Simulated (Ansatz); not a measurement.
# CH5NSi: the cost of one run

The runs use Ansatz 0.2.0, Gaussian basis; wB97X-V/6-31G.

92 further runs of the same task are left out: 92 set aside as unsound or not needed.

### 1 Starting geometry

The start, a pair relaxed at PBE0-D4: SMILES `C#N.[SiH4]`, 8 atoms, charge 0, spin multiplicity 1.

Atoms are counted from 1 here; the program's logs count them from 0.

Bond lengths: C1–N2 1.145 Å, C1–H3 1.069 Å, Si4–H5 1.483 Å, Si4–H6 1.483 Å, Si4–H7 1.483 Å, Si4–H8 1.489 Å. Angles: N2–C1–H3 180.0°, H5–Si4–H6 110.3°, H5–Si4–H7 110.3°, H5–Si4–H8 108.7°, H6–Si4–H7 110.3°, H6–Si4–H8 108.6°, H7–Si4–H8 108.6°.

Coordinates:

```mol
CH5NSi
  3D, bonds by distance, orders not assigned

  8  6  0  0  0  0  0  0  0  0999 V2000
   -0.0502   -0.0151   -2.8237 C   0  0
   -0.1022   -0.0700   -1.6811 N   0  0
   -0.0016    0.0364   -3.8901 H   0  0
    0.0299    0.0091    1.6656 Si  0  0
   -1.2194   -0.6920    1.2816 H   0  0
    0.0227    1.3971    1.1425 H   0  0
    1.2115   -0.7272    1.1538 H   0  0
    0.1094    0.0617    3.1513 H   0  0
  1  2  8  0
  1  3  8  0
  4  5  8  0
  4  6  8  0
  4  7  8  0
  4  8  8  0
M  END
```

### 2 Dynamics

The input, md/in.yaml:

```yaml
crystal:
  periodic: [false, false, false]
  atoms:
    - {symbol: C, position_ang: [-0.050235, -0.015068, -2.823685]}
    - {symbol: N, position_ang: [-0.102191, -0.070020, -1.681075]}
    - {symbol: H, position_ang: [-0.001584, 0.036363, -3.890119]}
    - {symbol: Si, position_ang: [0.029905, 0.009092, 1.665602]}
    - {symbol: H, position_ang: [-1.219385, -0.692008, 1.281627]}
    - {symbol: H, position_ang: [0.022695, 1.397081, 1.142495]}
    - {symbol: H, position_ang: [1.211485, -0.727153, 1.153831]}
    - {symbol: H, position_ang: [0.109410, 0.061711, 3.151324]}
basis:
  gaussian: {orbitals: 6-31G}
hamiltonian: {xc: {name: wB97X-V}}
md: {n_steps: 30, timestep: 1.0, temperature: 300, ensemble: nve, seed: 767, initial_velocities: maxwell_boltzmann}
```

The run is started by

```sh
$ ansatz run in.yaml --threads 2 --pin off --events-out ev --progress --plain --max-ram 5222MiB
```

**Question.** How long does this run take on 2 threads of Arm Neoverse N1, shared host, and how much memory does it need?

About 2.1 min, with a peak of 0.38 GiB.
